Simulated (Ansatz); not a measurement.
CH6BP, SMILES `CBP`. Total charge 0; spin multiplicity 1.

```xyz
9

C    -0.7294   -0.9910    0.3557
B     0.4723   -0.2452   -0.2957
P     1.0110    1.4822    0.2069
H    -0.4173   -1.9580    0.7656
H    -1.4386   -1.2405   -0.4454
H    -1.2715   -0.4373    1.1242
H     1.1823   -0.8210   -1.0718
H     1.4102    2.0545   -1.0204
H    -0.2191    2.1562    0.3808
```

Give the diagnostics of a CCSD(T)/def2-TZVPP run (frozen core, Ansatz). (Estimate.)

Ansatz gave: T1 = 0.0147, largest single amplitude 0.034, largest double 0.047, (T) share of the correlation energy 3.8 %, 10 CCSD cycles. The RHF solution is stable towards an unrestricted one. T1 lies under the customary mark of 0.02 for closed shells.
